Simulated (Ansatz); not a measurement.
in.yaml

```yaml
crystal:
  periodic: [false, false, false]
  atoms:
    - {symbol: Si, position_ang: [0.000000, 0.000000, 0.000000]}
    - {symbol: H, position_ang: [0.000000, 0.000000, 2.144000]}
basis:
  gaussian: {orbitals: "6-31G*"}
magnetization: {spin_polarized: true, initial_magnetization: 1}
hamiltonian: {xc: hf, pseudopotentials: {relativity: scalar}}
output: {forces: true, orbitals: {seedname: orbitals}}
```

```sh
$ ansatz run in.yaml --threads 1 --pin off --events-out ev --progress --plain --max-ram 2393MiB
```

Roughly how long does this take on 1 thread of Arm Neoverse V2, shared host, and how much host memory?

0.18 s wall and 0.2 GiB.

```
197 factors; integrals over basis functions are off by at most 4.7e-4 eV
mean field evaluation 1: about -7888.1064 eV, gradient 5.5e0 eV
mean field evaluation 2: about -7888.1069 eV, gradient 5.5e0 eV
mean field evaluation 4: about -7888.5702 eV, gradient 6.7e-1 eV
mean field evaluation 8: about -7888.5824 eV, gradient 2.2e-1 eV
mean field evaluation 16: about -7888.6631 eV, gradient 2.1e-2 eV
mean field evaluation 32: about -7888.3013 eV, gradient 1.1e0 eV
mean field evaluation 64: about -7882.5482 eV, gradient 6.3e0 eV
mean field evaluation 96: about -7887.7823 eV, gradient 1.7e-2 eV
mean field evaluation 128: about -7888.5818 eV, gradient 2.2e-1 eV
mean field -7888.66307219 eV, -289.9030207752 hartree, gradient 2.6e-5 eV, S^2 1.008330; 4 other end points of the search recorded, 0 dependent functions left out
the calculation of the forces begins
reference -7888.66307219 eV, -289.9030207752 hartree; 8, 7 occupied and 13, 14 virtual orbitals, 197 factors
Total energy: -7888.66307219 eV, -289.9030207752 hartree
Relativity: scalar
Atom 0 at     0.000000     0.000000     0.000000 Å, force     0.000000    -0.000000     2.151015 eV/Å
Atom 1 at     0.000000     0.000000     2.144000 Å, force    -0.000000     0.000000    -2.151015 eV/Å
Dipole moment:    -0.000000    -0.000000    -0.226775 e Å
```

Forces (eV/Å):
```
Si   0.000  0.000  2.151
H    0.000  0.000 -2.151
```
